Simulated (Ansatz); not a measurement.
## Two structures, one formula

Two relaxed structures of MgSiH4S, singlet (PBE0-D4/def2-TZVP; forces vanish, vibrations not checked).

A:

| atom | x (Å) | y (Å) | z (Å) |
| --- | --- | --- | --- |
| Si1 | 1.3498 | -0.1260 | 0.4460 |
| Mg2 | -0.7353 | -0.1667 | 1.9970 |
| S3 | 0.1872 | 0.8921 | -1.2373 |
| H4 | -0.7791 | 0.1629 | -1.8468 |
| H5 | 0.9668 | 0.8344 | -2.3424 |
| H6 | -2.0194 | -0.1621 | 3.1410 |
| H7 | 1.1827 | -1.5177 | -0.1480 |

B:

```
7
angstrom
Si -1.2211 0.7392 -0.5609
Mg 0.6869 -0.4755 0.6505
S 2.3810 -1.5549 1.7655
H -2.2214 -0.2038 -1.1443
H -0.7319 1.5835 -1.6918
H -1.9811 1.6513 0.3452
H 3.0876 -1.7397 0.6358
```

Computed with Ansatz 0.2.0 (basis: def2-TZVPP); correlated methods freeze the cores. The outer core shell of Li, Na, Mg and K is correlated. The def2 sets are not built for correlating such inner shells, so the correlated values are less sure here. B3LYP uses VWN-RPA correlation.

(1) Which structure is lower at CCSD(T), and by how much? (Judge from chemistry; the value comes from the calculation.)

The T1 diagnostic stays at or below 0.014.

Results:

(1) By the calculation: B, by 294.2 kJ/mol (electronic energy, against the other). By their contacts, A is MgSiH₄S ([MgH][SiH][SH2]) and B is MgSiH₄S ([SiH3][Mg][SH]).

All methods give the same order:

```
   method  E(B) − E(A) (kJ/mol)
   PBE-D4                -258.7
r2SCAN-D4                -285.5
  PBE0-D4                -276.9
 B3LYP-D4                -280.0
  wB97M-V                -285.9
       HF                -332.7
      MP2                -300.6
     CCSD                -301.7
  CCSD(T)                -294.2
```

Labels in which every atom is bracketed show which atoms are joined, not bond orders.

For scale, one of the runs: CCSD(T)/def2-TZVPP, 172 basis functions, launched by `ansatz run in.yaml --threads 2 --pin off --events-out ev --progress --plain --max-ram 4352MiB`. Time: 11 s of wall clock on 2 CPU threads of an AMD EPYC 9R45; the host was shared. Peak host memory: 1.5 GiB.
